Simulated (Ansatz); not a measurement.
## Worked example: correlation energy of PH4, doublet

Geometry: a point of a stretch scan, not a stationary point.

```xyz
5

P     0.0427    0.0000    0.0386
H     0.2613    0.0000   -2.8170
H    -0.8656    1.0782    0.0386
H    -0.8656   -1.0782    0.0386
H     0.1586    0.0000    1.5533
```

Basis cc-pVDZ; Ansatz 0.2.0. Only valence electrons are correlated (noble-gas cores frozen), which leaves 9 electrons in 33 orbitals. Prefix R: restricted or restricted open-shell reference.

Full CI isn't at hand for all of this; RCCSDTQ serves as the reference, and is uncertain by the last step of the cluster series or more.

RCCSD has a T1 diagnostic of 0.012 and a largest doubles amplitude of 0.05.

Runs differ by some tens of microhartree through their thresholds and, for an open shell, their frozen cores, so steps under 0.03 kcal/mol mean nothing.

```tsv
level	total energy (hartree)
RHF	-342.962982
RMP2	-343.098682
RCCSD	-343.128074
RCCSD(T)	-343.131837
RCCSDT	-343.132478
RCCSDT(Q)	-343.132644
RCCSDTQ	-343.132670
```

**Question.** What is the correlation energy at RCCSDTQ, and what share of it do RMP2 and RCCSD(T) recover?

**Answer.** E(corr) = -343.132670 − (-342.962982) = -0.169688 hartree = -4.617 eV. RMP2: -0.135700 / -0.169688 = 79.97 %. RCCSD(T): -0.168855 / -0.169688 = 99.51 %.

**Question.** By how many kcal/mol does RCCSD(T) miss RCCSDTQ (1 hartree = 627.509 kcal/mol), and which steps make up the rest?

**Answer.** -343.131837 − (-343.132670) = 0.000833 hartree = 0.52 kcal/mol. Steps: RCCSDT − RCCSD(T) = -0.40, RCCSDT(Q) − RCCSDT = -0.10, RCCSDTQ − RCCSDT(Q) = -0.02 kcal/mol. That is within 1 kcal/mol of the reference in this basis, which itself misses far more of the correlation at the basis-set limit.
